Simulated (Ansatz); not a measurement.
**AgCH3, singlet: from triple and quadruple zeta to the limit**

```yaml
atoms:
  - { symbol: C, position_ang: [-0.1724, 0.0602, -0.0797] }
  - { symbol: Ag, position_ang: [1.6428, -0.6853, 0.6304] }
  - { symbol: H, position_ang: [-0.9332, -0.0811, 0.7000] }
  - { symbol: H, position_ang: [-0.4431, -0.4952, -0.9878] }
  - { symbol: H, position_ang: [-0.0442, 1.1278, -0.3043] }
```

Connectivity, by distances: CH3–Ag.

Ansatz 0.2.0, RHF determinant, valence electrons correlated, core potentials past Kr. Energies in eV.

```
       set  X  functions  Hartree–Fock  MP2 correlation  CCSD(T) correlation                                                                                               time
def2-TZVPP  3        129    -5053.2905         -16.5294             -16.6263  3.7 s on 1 × NVIDIA H100 80GB HBM3 with 1 thread of AMD EPYC 7R13 Processor (Zen 3) (shared host)
def2-QZVPP  4        235    -5053.4026         -17.8044             -17.8122  4.5 s on 1 × NVIDIA H100 80GB HBM3 with 1 thread of AMD EPYC 7R13 Processor (Zen 3) (shared host)
```

Hartree–Fock is taken to follow E(X) = E∞ + A·exp(−7.88·√X), correlation E(X) = E∞ + B·X^−2.97.

Cautions: no spin-orbit coupling; outer-core shells of the metal frozen.

Problem. Work out the CCSD(T) energy at the limit, and how far the shortcut misses it that extrapolates MP2 and adds CCSD(T) minus MP2 from the smaller set.

Solution. Hartree–Fock: E∞ = E4 + 0.1377·(E4 − E3) = -5053.4180. Correlation: E∞ = E4 + 0.7407·(E4 − E3) = -18.6907 for CCSD(T) and -18.7489 for MP2. The limit is -5072.1087 eV, 0.894 eV below def2-QZVPP. The shortcut gives a correlation energy of -18.7489 + (-0.0969) = -18.8458, 155 meV lower than the direct value.

The exponents were fitted on light atoms, and def2 sets of heavy atoms don't grow evenly, so the limit is rough here.
